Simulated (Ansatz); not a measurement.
CH$_{6}$BN, SMILES `BNC`. The species carries charge 0 and has multiplicity 1.

```xyz
9

B    -1.1983    0.7398    0.0007
N    -0.3002   -0.2524    0.3492
C     1.0371   -0.4329   -0.1659
H    -0.8718    1.5578   -0.8122
H    -2.2760    0.7518    0.5221
H    -0.5711   -0.9424    1.0327
H     1.2455    0.3520   -0.8926
H     1.7860   -0.3725    0.6298
H     1.1488   -1.4011   -0.6639
```

List the harmonic frequencies (cm⁻¹, unscaled) at PBE0-D4/def2-TZVP in Ansatz. (An estimate is asked.)

The calculation gave: 183, 402, 438, 810, 898, 994, 996, 1149, 1173, 1203, 1347, 1452, 1486, 1490, 1559, 2569, 2651, 3035, 3089, 3146, 3617.

Is this a minimum?

Yes, all 21 modes are real.

Give the ideal-gas thermochemistry at 298.15 K and 1 bar (rigid rotor, harmonic oscillator; point group Cs, symmetry number 1).

Zero-point energy 201.5 kJ/mol; H(298) − E = 215.2 kJ/mol; entropy 268.0 J/(mol·K), of which translation 155.7, rotation 92.1, vibration 20.2; G(298) − E = 135.3 kJ/mol.

Rotational constants (cm⁻¹)?

1.532, 0.318, 0.277.
